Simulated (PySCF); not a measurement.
**Radiative rates from a computed spectrum**

Compound: 2-methyl-1-pyrroline, C₅H₉N.
Atom-mapped SMILES: `[CH3:1][C:2]1=[N:3][CH2:4][CH2:5][CH2:6]1` (hydrogens: H7, H8, H9 on C1; H10, H11 on C4; H12, H13 on C5; H14, H15 on C6)

Geometry (GFN2-xTB, Å), atoms numbered from 1 in this order:
```xyz
15
C5H9N angstrom
C      2.1478   -0.4186    0.2311
C      0.6754   -0.3109    0.0660
N     -0.0810   -1.3132   -0.0504
C     -1.4537   -0.9066   -0.2033
C     -1.4910    0.6431   -0.1299
C     -0.0152    1.0356    0.0205
H      2.6530    0.0817   -0.5943
H      2.4562    0.0666    1.1563
H      2.4421   -1.4636    0.2534
H     -2.0444   -1.3796    0.5850
H     -1.8177   -1.2874   -1.1611
H     -1.9322    1.0654   -1.0310
H     -2.0795    0.9739    0.7245
H      0.3546    1.6221   -0.8225
H      0.1812    1.5995    0.9337
```

Theory: TDDFT PBE0/def2-SVPD, vertical, gas phase, core orbitals frozen in the response (PySCF).

Computed singlets with f of 0.002 or more:

```tsv
state	E (eV)	f
S2	6.73	0.024
S3	7.18	0.0071
S4	7.32	0.135
S5	7.50	0.100
```

Give A, τ, |μ| and ∫σ dE for each state.

Relations used (vacuum, state to state): A = 0.6670 f ν̃² s⁻¹ (ν̃ in cm⁻¹); τ = 1/A; f = (2/3) ΔE |μ|² in atomic units; ∫σ dE = 109.76 f Mb·eV.

| state | A (s⁻¹) | τ | \|μ\| (D) | ∫σ dE (Mb·eV) |
| --- | --- | --- | --- | --- |
| S2 | 4.8×10⁷ | 21 ns | 0.98 | 2.7 |
| S3 | 1.6×10⁷ | 63 ns | 0.51 | 0.77 |
| S4 | 3.1×10⁸ | 3.2 ns | 2.20 | 15 |
| S5 | 2.4×10⁸ | 4.1 ns | 1.87 | 11 |

Leading configurations: S2 H→L+1 (98%); S3 H-1→L+1 (98%); S4 H-1→L (65%); S5 H→L+2 (67%) (H = HOMO, L = LUMO).

Only emission to the ground state at the vertical energy is counted.

Suppose S2 emitted 0.3 eV lower with the same transition dipole. How would A change?

At fixed |μ|, A goes as the cube of the energy: (6.43/6.73)³ = 0.87, which makes τ about 24 ns.

By what factor does the largest A in the list exceed the smallest?

S4 has 20 times the rate of S3.

How much energy does a mole of photons resonant with S4 carry?

7.317 eV × 96.485 = 706 kJ/mol (169 kcal/mol).

Time: 44 s (grids of density and orbitals included); peak memory 0.78 GiB. Hardware: an Intel Xeon Platinum 8259CL at 2.50 GHz with one thread, no GPU, shared host with 96 logical CPUs at a one-minute load of 64.
